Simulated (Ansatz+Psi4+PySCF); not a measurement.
Values are calculated unless marked as measured or tabulated.
A run of Psi4 1.11 on doublet C₂H₃ at this shape:

```xyz
5

C     0.0474   -0.6054    0.0070
C     0.0520    0.7271    0.0252
H    -0.8569   -1.1462    0.0217
H     0.9601   -1.1334    0.0191
H    -0.6899    1.5118   -0.0267
```

Its results:

| Property | Result |
| --- | --- |
| Converged | yes |
| Total energy | -77.41920 hartree |
| Spin squared of the determinant | 0.994 |

Which input gives this output? Name the method, the orbitals and the basis set, and write the input.

UHF in cc-pVTZ.

```
molecule {
0 2
C 0.047380 -0.605350 0.006980
C 0.051990 0.727080 0.025230
H -0.856860 -1.146200 0.021740
H 0.960130 -1.133350 0.019100
H -0.689890 1.511840 -0.026710
}

set basis cc-pVTZ
set reference uhf
set scf_type pk
energy('scf')
```

Caution: the unrestricted determinant is spin contaminated.
